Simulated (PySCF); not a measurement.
Molecule (SMILES): O=[O+][O-].
Geometry (B3LYP-D3(BJ)/def2-TZVP, fixed):
```xyz
3

O     -0.0102     1.0756    -0.2169
O      0.0093     0.0011     0.4285
O      0.0009    -1.0767    -0.2116
```

How fast the isotropic shielding of O1 converges with the basis for several methods (PySCF): deviation from each method's own reference, in ppm. References: HF -2495.72 ppm, the value in pcseg-3; PBE -1361.39 ppm, the value in pcseg-3; PBE0 -1601.49 ppm, the value in pcseg-3. All functions are spherical. No added dispersion term, no relativity. GIAO; atoms are numbered in the order shown.

```
basis              functions       HF     PBE    PBE0
-----------------  ---------  -------  ------  ------
6-31+G*                   54   151.96  149.98  157.47
6-311G**                  54  -186.78  -43.48  -60.32
aug-pcseg-1               69    77.56   92.71   95.19
6-311++G(2d,2p)           81    31.85   42.52   43.58
def2-TZVPP                93    31.91   29.52   32.68
pcSseg-2                 108    13.71   -8.97   -3.40
6-311++G(3df,3pd)        117    87.97   55.33   63.52
aug-pcseg-2              138    12.91   17.69   16.80
```

Mean absolute deviation over 6-311G**, 6-311++G(2d,2p), def2-TZVPP, pcSseg-2, 6-311++G(3df,3pd), aug-pcseg-2: PBE 32.92, PBE0 36.72, HF 60.85 ppm.
